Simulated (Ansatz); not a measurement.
**SiH₃ (doublet): the correlation ladder at distance H1–H2 along a hydrogen transfer = 0.745 Å, 6-31G**

Aim: climb from Hartree-Fock through coupled cluster and multireference methods for SiH₃ (doublet) at one geometry and basis, and see what each rung misses.

Method: 6-31G, core rule «outside noble gas», up to 5 orbitals frozen; program: Ansatz 0.2.0, Gaussian basis.

The runs, in order: UHF; CCSD(T) on ROHF; CCSD(T) on UHF; BCCD(T) on ROHF; CISD; CCSDT(Q) on ROHF; CCSDT(Q) on UHF; CISDTQ; CCSDTQ on ROHF; CCSDTQ on UHF; CASSCF and MRCISD+Q, 3 electrons in 3 orbitals; CASSCF and NEVPT2, 3 electrons in 3 orbitals; CASSCF and MRCISD+Q, 7 electrons in 7 orbitals; CASSCF and NEVPT2, 7 electrons in 7 orbitals; Full CI.

11 further runs of the same task are left out: 1 that didn't finish, 10 set aside as unsound or not needed.

## (1) The geometry

The geometry derives from fragments relaxed apart (PBE0/def2-TZVP) and kept rigid, so it is no stationary point. A hydrogen atom is moved between rigid fragments.

4 atoms, charge 0, spin multiplicity 2.

Atoms are counted from 1 here; the program's logs count them from 0.

Bond lengths: H1–H2 0.745 Å, Si3–H4 1.532 Å.

## (2) UHF

The input, in.yaml:

```yaml
crystal:
  periodic: [false, false, false]
  atoms:
    - {symbol: H, position_ang: [-2.397428, 0.047936, 0.000000]}
    - {symbol: H, position_ang: [-1.652428, 0.047936, 0.000000]}
    - {symbol: Si, position_ang: [0.126572, 0.047936, 0.000000]}
    - {symbol: H, position_ang: [0.523007, -1.431577, 0.000000]}
basis:
  gaussian: {orbitals: 6-31G}
magnetization: {spin_polarized: true, initial_magnetization: 1}
hamiltonian: {xc: hf}
output: {orbitals: {seedname: orbitals}}
```

Run with:

```
$ ansatz run in.yaml --threads 1 --pin off --events-out ev --progress --plain --max-ram 2393MiB
```

The runs that follow: CCSD(T) on ROHF; CCSD(T) on UHF; BCCD(T) on ROHF; CISD; CCSDT(Q) on ROHF; CCSDT(Q) on UHF; CISDTQ; CCSDTQ on ROHF; CCSDTQ on UHF; CASSCF and MRCISD+Q, 3 electrons in 3 orbitals; CASSCF and NEVPT2, 3 electrons in 3 orbitals; CASSCF and MRCISD+Q, 7 electrons in 7 orbitals; CASSCF and NEVPT2, 7 electrons in 7 orbitals; Full CI.

Before running them: what should the planned runs give, taken together? Wanted: FCI below the RHF energy; RMP2 from FCI; UMP2 from FCI; RCCSD from FCI; RCCSD(T) from FCI; UCCSD(T) from FCI; RCCSDT(Q) from FCI; UCCSDT(Q) from FCI; NEVPT2 valence from FCI.

The runs gave:

```
                         quantity                                                                                                                                        value
         FCI below the RHF energy                                                                                                                                   -2.0360 eV
                    RMP2 from FCI                                                                                                                                   +628.9 meV
                    UMP2 from FCI                                                                                                                                   +623.8 meV
                   RCCSD from FCI                                                                                                                                    +25.5 meV
                RCCSD(T) from FCI                                                                                                                                     +8.2 meV
                UCCSD(T) from FCI                                                                                                                                     +8.1 meV
               RCCSDT(Q) from FCI                                                                                                                                     +0.5 meV
               UCCSDT(Q) from FCI                                                                                                                                     +0.4 meV
          NEVPT2 valence from FCI                                                                                                                                   +210.6 meV
        MRCISD+Q valence from FCI                                                                                                                                    +11.4 meV
levels within 1 kcal/mol (43 meV)  RCCSD, UCCSD, RCCSD(T), UCCSD(T), BCCD(T), RCCSDT, UCCSDT, CISDTQ, RCCSDT(Q), UCCSDT(Q), RCCSDTQ, UCCSDTQ, MRCISD valence, MRCISD+Q valence
                    T1 diagnostic                                                                                                                                        0.015
   effectively unpaired electrons                                                                                                                                         1.04
```

What this shows: RCCSD(T) lands +8.2 meV from the yardstick (0.4 % of the correlation energy). One determinant dominates. Of the multireference levels listed MRCISD+Q valence comes nearest in total energy (+11.4 meV), which doesn't show that its space is the better one. These misses are within one basis, not against nature; the frozen cores of restricted and unrestricted runs differ, which can shift their rows.
